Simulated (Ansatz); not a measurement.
# What a trial cell of TaBiBr₅ relaxes into

All numbers below come from Ansatz, DFT PBE, scalar-relativistic, plane waves, PAW. Cutoff 420 eV, Γ-centred k mesh, Gaussian smearing, collinear spin, first started from parallel moments.

TaBiBr₅ was placed on the sites of a reported ZnPd5Se cell (P4/mmm, No. 123), with Ta in place of Zn, Bi in place of Se, Br in place of Pd, at a guessed volume.

```xyz
7
Lattice="4.7784 0.0000 0.0000 0.0000 4.7784 0.0000 0.0000 0.0000 8.3925" Properties=species:S:1:pos:R:3 pbc="T T T"
Ta    2.3892    2.3892    0.0000
Bi    0.0000    0.0000    4.1963
Br    2.3892    0.0000    6.0947
Br    0.0000    2.3892    6.0947
Br    2.3892    0.0000    2.2979
Br    0.0000    2.3892    2.2979
Br    0.0000    0.0000    0.0000
```

Cell and atoms relax at zero pressure; the relaxation can't lower the symmetry of the start.

Energies over the elements count from the elements' standard structures at the same level, with no empirical corrections.

(1) Which crystal results?

(2) What are its volume, energy, gap and moment?

Answers

(1) It keeps P4/mmm (No. 123). Conventional cell: a = 5.185 Å, c = 7.024 Å. Ta is coordinated by 8 Br at 3.13 Å and 4 Br at 3.67 Å; Bi has 8 Br at 3.13 Å and 2 Br at 3.51 Å; Br on Wyckoff site i (4 atoms of the primitive cell) is coordinated by 2 Br at 3.13 Å, 2 Ta at 3.13 Å, 2 Bi at 3.13 Å and 6 Br at 3.50–3.67 Å; around Br on Wyckoff site a (1 atom of the primitive cell) lie 8 Br at 3.13 Å, 2 Bi at 3.51 Å and 4 Ta at 3.67 Å.

```xyz
7
Lattice="5.1851 0.0000 0.0000 0.0000 5.1851 0.0000 0.0000 0.0000 7.0236" Properties=species:S:1:pos:R:3 pbc="T T T"
Ta    2.5925    2.5925    0.0000
Bi    0.0000    0.0000    3.5118
Br    2.5925    0.0000    5.2713
Br    0.0000    2.5925    5.2713
Br    2.5925    0.0000    1.7523
Br    0.0000    2.5925    1.7523
Br    0.0000    0.0000    0.0000
```

(2) The volume per atom is 26.98 Å³, the density is 6.94 g/cm³ and the energy over the elements is 0.18 eV/atom. The gap on the 8×8×6 mesh is 0 eV (a metal) and the net moment per atom is 0.42 μB. The largest site moment is 2.07 μB.

The final run used a 8×8×6 mesh on its 7-atom cell and 0.10 eV smearing. For metals, differences of a few meV/atom aren't resolved. Spin–orbit coupling is left out. A structure relaxed within its symmetry needn't be a true minimum.

Cost: 2 runs of about 6.1 core-minutes in all, on Intel Xeon 6975P-C (Granite Rapids) (shared hosts).